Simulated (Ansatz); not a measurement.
Gas-phase electronic energies from Ansatz, PBE0-D4/def2-TZVP geometries. CBS: MP2 limit from def2 TZ/QZ plus the TZ coupled-cluster correction, frozen cores. This one scheme is used for every species. DFT in def2-TZVPP. One conformer a species, not always the lowest.

Consider the substitution at a C–C bond: `CC1CC1=N` + H–F → `N=C1CC1F` + CH₄.

| level | ΔE (kJ/mol) |
| --- | --- |
| PBE-D4 | 46.5 |
| ωB97X-V | 46.5 |
| r2SCAN | 43.3 |
| CCSD/def2-TZVPP | 57.5 |
| MP2/def2-QZVPP | 73.1 |
| SCS-MP2/def2-QZVPP | 64.1 |
| HF/CBS(def2) | 42.4 |
| MP2/CBS(def2) | 74.8 |

(1) What does CCSD(T)/CBS give? (Best estimate.)

Largest T1 diagnostic among the species: 0.012.

## Answers

(1) Ansatz gave: +62.9 kJ/mol. The listed levels differ from it by -16.4, -16.4, -19.6, -5.4, 10.2, 1.2, -20.5, 11.9 kJ/mol.

From PBE to PBE0 (25 % exact exchange), in def2-TZVPP and without D4, ΔE moves by +7.2 kJ/mol. In def2-TZVPP, CCSD(T) changes the Hartree–Fock value by +16.8 kJ/mol (the triples alone add +0.9 kJ/mol) and MP2 by +28.7 kJ/mol. The D4 term adds +7.0 kJ/mol with B3LYP and +3.9 kJ/mol with PBE0; it sums over pairs of atoms, weighted by their polarisabilities, and B3LYP, whose exchange is more repulsive, gets the larger term.

B3LYP here is the variant with VWN-RPA as its local correlation; programs differ in this.
